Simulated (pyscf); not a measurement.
HO–Si(OH)(F)–F + H• -> H₂O + HO–Si•(F)–F (substitution at O; doublet surface; O–Si broken, H–O formed). Structures and frequencies: ωB97X-D3(BJ)/def2-SVP in PySCF. Rate constants from transition-state theory, ωB97M-D3(BJ)/def2-TZVP energies (ideal gas, 1 atm, RRHO with modes under 100 cm⁻¹ raised to 100, one conformer, R ln 2 for chiral ones without a mode under 150 cm⁻¹; no tunnelling), k in cm³ molecule⁻¹ s⁻¹.

```csv
T (K),1000/T,log10 k
298,3.354,-36.52
600,1.667,-23.43
900,1.111,?
1200,0.833,-16.76
```

Q: Fit an Arrhenius line to the three values, give the activation energy, and predict k at 900 K.

A: Least squares gives log10 k = -10.30 − 7.83 × 1000/T, so Ea = 7.83 × ln 10 × 1.987 = 35.8 kcal/mol, against an electronic barrier of 34.6. At 900 K the line gives -19.00; the computed value is -19.02 (ΔG‡ = 55.1 kcal/mol), close to the line. On the product side the descent ends in a complex (not fully relaxed), 5.5 kcal/mol under the separated species and 23.7 kcal/mol under the saddle at ωB97X-D3(BJ)/def2-TZVP. At ωB97X-D3(BJ)/def2-TZVP the barrier from the zero used here is 38.0 kcal/mol. This is the saddle that the search found; another between the same sides may lie lower. The angle at the attacked O is 139°.
